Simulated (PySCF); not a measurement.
## ethanol: calculation against experiment

**Measured values to compare with.**

NIST CCCBDB Release 22 (SRD 101), experimental polarizabilities lists, for the gas: mean polarisability 5.112 Å³.

The results are set against them at the end.

Species: ethanol, C2H6O.
Numbering: `[CH3:1][CH2:2][OH:3]` (hydrogens: H4, H5, H6 on C1; H7, H8 on C2; H9 on O3)

Geometry (GFN2-xTB, Å), atoms numbered from 1 in this order:
```
atom  x, y, z in Å
C1     0.9186    0.0594    0.0421
C2    -0.5225   -0.4305   -0.0534
O3    -1.4159    0.5777   -0.4639
H4     1.5727   -0.7614    0.3227
H5     1.0053    0.8450    0.7918
H6     1.2437    0.4572   -0.9162
H7    -0.8375   -0.8476    0.9148
H8    -0.6073   -1.2145   -0.8089
H9    -1.3435    1.3208    0.1458
```

The PySCF runs (gas phase, on this GFN2-xTB geometry; no spin–orbit coupling):

```json
{"level": "B3LYP/def2-SVPD", "job": "8 singlets by full TDDFT, 3 Tamm–Dancoff triplets, polarisability", "basis functions": "111", "wall time": "6.2 s"}
```

Hardware: one thread of an Arm Neoverse V1, shared host.

## Comparison

**Mean polarisability.** Measured: 5.112 Å³ (NIST CCCBDB Release 22 (SRD 101), experimental polarizabilities).

```
          level  computed (Å³)  computed − measured (Å³)  % (from the printed values)
B3LYP/def2-SVPD          4.893                    -0.219                           -4
```

The computed values are static and purely electronic, with core orbitals frozen in the response (1 au = 0.148185 Å³). The table of measured values doesn't say here whether a value is static or optical, or holds a vibrational part. The measurement averages over conformers, the calculation has one.

The geometry is computed, not the measured one. Where a level misses, the cause wasn't examined.
